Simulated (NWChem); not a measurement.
System: SiH₄; SMILES [SiH4]

NWChem printed, in part:

```
             Northwest Computational Chemistry Package (NWChem) 7.3.0
             --------------------------------------------------------

 D2D symmetry detected

                             Geometry "geometry" -> ""
                             -------------------------

 Output coordinates in angstroms (scale by  1.889725989 to convert to a.u.)

  No.       Tag          Charge          X              Y              Z
 ---- ---------------- ---------- -------------- -------------- --------------
    1 Si                  14.0000     0.00000000     0.00000000     0.00000000
    2 H                    1.0000     0.86179250     0.86179250    -0.86177900
    3 H                    1.0000    -0.86179250     0.86179250     0.86177900
    4 H                    1.0000     0.86179250    -0.86179250     0.86177900
    5 H                    1.0000    -0.86179250    -0.86179250    -0.86177900

 Effective nuclear repulsion energy (a.u.)      21.1556781779

      Symmetry information
      --------------------

 Group name             D2d
 Group number             32
 Group order               8
 No. of unique centers     2

                                 NWChem DFT Module
                                 -----------------

 Summary of "ao basis" -> "ao basis" (spherical)
 ------------------------------------------------------------------------------
       Tag                 Description            Shells   Functions and Types
 ---------------- ------------------------------  ------  ---------------------
 Si                        6-311++g**               14       30   7s6p1d
 H                         6-311++g**                5        7   4s1p

      Symmetry analysis of basis
      --------------------------

        a1         14
        a2          1
        b1          2
        b2         13
        e          28

            General Information
            -------------------
          SCF calculation type: DFT
          Wavefunction type:  closed shell.
          No. of atoms     :     5
          No. of electrons :    18
           Alpha electrons :     9
            Beta electrons :     9
          Charge           :     0
          Spin multiplicity:     1
          Use of symmetry is: on ; symmetry adaption is: on
          Maximum number of iterations: 150
          AO basis - number of functions:    58
                     number of shells:    34
          Convergence on energy requested:  1.00D-06
          Convergence on density requested:  1.00D-05
          Convergence on gradient requested:  5.00D-04

              XC Information
              --------------
                         B3LYP Method XC Potential
                     Hartree-Fock (Exact) Exchange  0.200
                        Slater Exchange Functional  0.800 local
                    Becke 1988 Exchange Functional  0.720 non-local
              Lee-Yang-Parr Correlation Functional  0.810
                  VWN I RPA Correlation Functional  0.190 local

             Grid Information
             ----------------
          Grid used for XC integration:  medium
          Radial quadrature: Mura-Knowles
          Angular quadrature: Lebedev.
          Tag              B.-S. Rad. Rad. Pts. Rad. Cut. Ang. Pts.
          ---              ---------- --------- --------- ---------
          Si                  1.10       88          11.0       590
          H                   0.35       45          12.0       434
          Grid pruning is: on
          Number of quadrature shells:   133
          Spatial weights used:  Erf1

      Superposition of Atomic Density Guess
      -------------------------------------

 Sum of atomic energies:        -290.83602681

      Non-variational initial energy
      ------------------------------

 Total energy =    -291.023724
 1-e energy   =    -444.154387
 2-e energy   =     131.974985
 HOMO         =      -0.432224
 LUMO         =       0.035972

      Symmetry analysis of molecular orbitals - initial
      -------------------------------------------------

  Numbering of irreducible representations:

     1 a1          2 a2          3 b1          4 b2          5 e

  Orbital symmetries:

     1 a1          2 a1          3 e           4 e           5 b2
     6 a1          7 e           8 e           9 b2         10 a1
    11 b2         12 e          13 e          14 b2         15 e
    16 e          17 b2         18 e          19 e

     ---------------------------------------------
      Total Density - Mulliken Population Analysis
     ---------------------------------------------

    Atom       Charge   Shell Charges
 -----------   ------   -------------------------------------------------------
    1 Si  14    13.60   0.79  1.18  0.97  1.02  0.81  0.54  1.95  3.94  0.56  1.40  0.33 -0.01  0.04  0.08
    2 H    1     1.10   0.23  0.57  0.29  0.00  0.01
    3 H    1     1.10   0.23  0.57  0.29  0.00  0.01
    4 H    1     1.10   0.23  0.57  0.29  0.00  0.01
    5 H    1     1.10   0.23  0.57  0.29  0.00  0.01

   convergence    iter        energy       DeltaE   RMS-Dens  Diis-err
 ---------------- ----- ----------------- --------- --------- ---------
 d= 0,ls=0.0,diis     1   -291.8987287229 -3.13D+02  3.71D-03  4.28D-01
 d= 0,ls=0.0,diis     2   -291.9130441492 -1.43D-02  1.89D-03  6.68D-03
 d= 0,ls=0.0,diis     3   -291.9137813234 -7.37D-04  6.20D-04  3.50D-03
 d= 0,ls=0.0,diis     4   -291.9141897267 -4.08D-04  4.62D-05  1.46D-05
 d= 0,ls=0.0,diis     5   -291.9141911839 -1.46D-06  9.69D-06  2.61D-07
 d= 0,ls=0.0,diis     6   -291.9141912359 -5.20D-08  1.27D-06  2.37D-09

         Total DFT energy =     -291.914191235918
      One electron energy =     -445.494859605469
           Coulomb energy =      154.823806437306
    Exchange-Corr. energy =      -22.398816245651
 Nuclear repulsion energy =       21.155678177897

 Numeric. integr. density =       18.000013271800

[...]
```

Level: B3LYP/6-311++G** (spherical d). All runs use the structure optimised with PBE0/def2-SVP.

Question: Which NWChem input produces such a log?

Answer: Several could match; the one computed here: the input that was run:
```
start job
memory heap 200 mb stack 900 mb global 1100 mb
geometry units angstroms noautoz
  Si     0.000000     0.000000     0.000000
  H     -0.861779     0.861779     0.861806
  H      0.861779    -0.861779     0.861806
  H      0.861779     0.861779    -0.861806
  H     -0.861779    -0.861779    -0.861806
end
basis spherical
  * library 6-311++g**
end
dft
  xc b3lyp
  iterations 150
  mulliken
end
task dft energy
```
